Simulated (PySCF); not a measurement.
Compound: C4H6NO (doublet state).
Bonds: C1–C2, C2–C3 (double), C3–O4, O4–N5, N5–C6, C2–C6. Hydrogens: H7, H8, H9 on C1; H10 on C3; H11, H12 on C6.

Identity: `CC1=CO[N]C1` [radical].

Level of theory: PySCF 2.14.0, UKS B3LYP, pcH-1 on C H N O, non-relativistic, mean-field spin-orbit, GIAO. Isolated species at its GFN2-xTB geometry, gas phase. A GFN2-xTB geometry isn't a minimum of the functional, and hyperfine couplings can be far from their values at a DFT geometry. No stability test was run, so a lower SCF solution isn't excluded.

**Question.** Match the computed a_iso(13C) values -39.3, -14.3, +10.2, -4.4 MHz with the sites C1; C2; C3; C6.

**Answer.** 
| site | a_iso (MHz) | ρ(0) (bohr⁻³) | position | distance from N5 (Å) | spin population | largest \|T\| (MHz) |
| --- | --- | --- | --- | --- | --- | --- |
| C1 | -4.4 | -0.0039 | 3 bonds from N5 | 3.76 | -0.01 | 0.7 |
| C2 | +10.2 | +0.0091 | 2 bonds from N5 | 2.33 | +0.11 | 17.6 |
| C3 | -14.3 | -0.0127 | 2 bonds from N5 | 2.22 | -0.07 | 12.0 |
| C6 | -39.3 | -0.0350 | 1 bond from N5 | 1.43 | -0.08 | 3.6 |

**Question.** The isotropic 1H couplings, averaged over equivalent nuclei, are +172.0, +6.6, +1.8 MHz. Assign them to H7/H8/H9; H10; H11/H12.

**Answer.** 
```csv
site,a_iso (MHz),ρ(0) (bohr⁻³),position,distance from N5 (Å),bound to,spin population there,largest |T| (MHz)
H7/H8/H9,+6.6,+0.0015,4 bonds from N5,4.25,C1,-0.01,2.6
H10,+1.8,+0.0004,3 bonds from N5,3.20,C3,-0.07,4.6
H11/H12,+172.0,+0.0385,2 bonds from N5,2.08,C6,-0.08,8.9
```

ρ(0) is the spin density at the nucleus and T the dipolar tensor; entries for several nuclei are means. The largest Mulliken spin populations are on N5 (+0.75), O4 (+0.14), C2 (+0.11) and C6 (-0.08). N5 is the only atom above +0.15. The positive populations add up to 1.16 and the negative ones to -0.16, together 2S = 1.

Examples of negative spin density at the nucleus (bohr⁻³): C6 (-0.0350), C3 (-0.0127) and C1 (-0.0039).

Nuclei that the bonding pattern makes equivalent are averaged, as if the motion that swaps them (rotation, inversion, ring flip) were fast. The three 1H nuclei of mean +6.6 MHz run from 0.2 to 9.8 MHz in the frozen geometry.

The run took 46 s (with the writing of density and orbital grids) on one thread, Arm Neoverse N1 (aarch64), on a shared host, and the process peaked at 0.75 GiB of memory.
